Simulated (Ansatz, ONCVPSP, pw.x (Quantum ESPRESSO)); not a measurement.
## germanium (Ge) (diamond): variants of one ONCV potential in the solid

```json
{"Element": "germanium (Ge)", "Generator": "ONCVPSP 4.0.1.1 (patched build)", "Type": "optimised norm-conserving Vanderbilt (ONCV)", "Functional": "PBEsol", "Relativity": "scalar-relativistic", "Frozen core": "[Ar] 3d10", "Valence charge": "4", "Reference configuration": "4s2 4p1 (charge +1)", "Partial waves": "4s: rc 1.65 bohr, ncon 3, nbas 7, qcut 4.9 1/bohr, 1 projector; 4p: rc 2.15 bohr, ncon 4, nbas 7, qcut 3.1 1/bohr, 3 projectors, debl 3.4 Ha; d scattering state at 0.24 Ha: rc 2.00 bohr, ncon 4, nbas 7, qcut 5.6 1/bohr, 2 projectors, debl 2.5 Ha", "Local potential": "polynomial inside 1.05 bohr (lpopt 3, dvloc0 1 Ha)", "Core correction": "Teter function, fcfact 5.25, rcfact 1.3"}
```

Crystal test: diamond Ge in pw.x 7.5, no spin, 8³ k-points, Fermi–Dirac smearing 0.01 Ry, cutoffs set for each file from its atomic test. The reference is all-electron LAPW (Ansatz 0.2.0) with the same functional, mesh and smearing; V0 and B0 come from Birch–Murnaghan fits to the pressures at five volumes. Errors are pseudo minus all-electron; Δ is the rms difference of the E(V) curves that follow from these fits, minima aligned, over ±6 % about the mean V0. Mesh and smearing are coarse, so the numbers serve the comparison and aren't converged zero-temperature values; the lattice is a test structure that the element need not adopt.

All-electron: a0 = 5.678 Å (V0 = 22.88 Å³/atom), B0 = 65.5 GPa.

Base: This is a poor potential for the solid. Note: ghosts flagged at negative energy: s at -13.1 eV; GHOST(+) flagged for p at 333.7 eV. A true bound ghost makes a file unfit for plane-wave use. Atomic configuration tests: 2 of 4 tests not solved or not reliable.

1 further variants are left out: they gave no file fit for a test, a broken result, the same result as the base, or pressures whose basis-set error rivals the error shown.

| change | cutoffs (Ry) | pw.x | a0 (Å) | a0 error (%) | B0 error (%) | Δ (meV/atom) | mean pressure error (GPa) |
| --- | --- | --- | --- | --- | --- | --- | --- |
| base | 65/260 | converged; bound ghost | 5.649 | -0.52 | +6.6 | 5.2 | -1.04 |
| s: qcut 3.5 | 120/480 | converged; bound ghost | 5.641 | -0.66 | +7.5 | 6.6 | -1.32 |
| core correction Teter function, fcfact 4.7, rcfact 1.3 | 65/260 | converged; bound ghost | 5.651 | -0.48 | +6.1 | 4.8 | -0.96 |
| d: qcut 5.8 | 65/260 | converged; bound ghost | 5.649 | -0.51 | +6.6 | 5.1 | -1.04 |

Problem. Give the row for: p: nproj 1.

Solution. pw.x: converged; bound ghost; mean pressure error (GPa): -1.51; a0 (Å): 5.636; a0 error (%): -0.74; B0 error (%): +8.4; Δ (meV/atom): 7.5.
